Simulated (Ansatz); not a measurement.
in.yaml

```yaml
crystal:
  periodic: [false, false, false]
  atoms:
    - {symbol: C, position_ang: [0.000000, 0.000000, 1.069273]}
    - {symbol: P, position_ang: [0.000000, 0.000000, -0.479383]}
    - {symbol: Ge, position_ang: [0.000000, 0.000000, -2.729648]}
    - {symbol: H, position_ang: [0.000000, 0.000000, 2.139758]}
basis:
  gaussian: {orbitals: STO-3G}
total_charge: 1
magnetization: {spin_polarized: false, initial_magnetization: 1}
correlation: {method: sc_nevpt2, electrons: valence, active_space: {window: {electrons: 3, orbitals: 3}, states: [{multiplicity: 2, weights: [1, 1]}], root: 2}}
accuracy: high
```

```sh
$ ansatz run in.yaml --threads 1 --pin off --events-out ev --progress --plain --max-ram 2393MiB
```

(1) One thing in this input was set wrong on purpose, beside settings that are merely unusual. What is the gravest fault, and what does the program do?

Answers

(1) Root beyond the states. How the run ends: refused.
```
Error: the active space averages no state 2, counted from zero
```
